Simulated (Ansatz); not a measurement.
**How far each method lies from full CI for HBe–BeH, singlet**

Geometry: a point of a breathe scan, not a stationary point.

| atom | x (Å) | y (Å) | z (Å) |
| --- | --- | --- | --- |
| Be | 0.0000 | 0.0000 | 1.1643 |
| Be | 0.0000 | 0.0000 | -1.1643 |
| H | 0.0000 | 0.0000 | 2.6547 |
| H | 0.0000 | 0.0000 | -2.6547 |

Basis cc-pVDZ; Ansatz 0.2.0. Correlated methods freeze the noble-gas cores, which leaves 6 electrons in 36 orbitals. Prefix R: restricted or restricted open-shell reference. Active spaces: pair = (2e, 2o) about the gap; valence = (6e, 10o) chosen from the atoms' valence shells.

Full CI is exact within this basis and frozen core; it isn't the basis-set limit.

The UHF ⟨S²⟩ is 0.000 and the T1 diagnostic (RCCSD) is 0.0090. The largest doubles amplitude (RCCSD) is 0.058.

Q: From what is known of these methods and the diagnostics, rank them by the size of their error in total energy against full CI in cc-pVDZ, smallest first (an estimate: the text doesn't fix the numbers).
A. RCCSDT
B. CASSCF (pair space)
C. MRCISD (valence space)
D. MRCISD+Q (pair space)
E. BCCD(T)

A: A (0.2 kJ/mol), E (1.6 kJ/mol), D (2.9 kJ/mol), C (4.6 kJ/mol), B (245.2 kJ/mol).

All errors are against full CI in cc-pVDZ. Below it: MRCISD+Q (pair space). Within each family the higher level lies nearer, as is usual though not guaranteed.

The full-CI state has the irrep Ag of D2h, in the program's axes (one component, if the state is degenerate).

Natural occupations of full CI about the gap: 1.951 1.949 1.905 0.033 0.033 0.031 0.023 0.013 0.010 0.010; effectively unpaired electrons, Σ n²(2−n)², 0.07.
